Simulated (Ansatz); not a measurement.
A run of Ansatz (development build ahead of 0.2.0) on singlet SO2 at this shape:

```yaml
atoms:
  - { symbol: S, position_ang: [0.0283, 0.0138, -0.4102] }
  - { symbol: O, position_ang: [-0.0170, 1.2947, 0.3556] }
  - { symbol: O, position_ang: [-0.0058, -1.2997, 0.3777] }
```

Its results:

- Converged: yes
- Total energy: -547.16071 hartree
- Spin squared of the determinant: 0.000

Task: Which input gives this output? Name the method, the orbitals and the basis set, and write the input.

Result: RHF in cc-pVDZ. An unrestricted run that stays on the closed shell gives the same numbers.

```yaml
crystal:
  periodic: [false, false, false]
  atoms:
    - { symbol: S, position_ang: [0.02831, 0.01384, -0.41015] }
    - { symbol: O, position_ang: [-0.01704, 1.29474, 0.35563] }
    - { symbol: O, position_ang: [-0.00578, -1.29969, 0.37771] }
basis:
  gaussian: { orbitals: cc-pVDZ }
hamiltonian:
  xc: hf
```

Caution: in another basis set an unrestricted determinant lies well below.
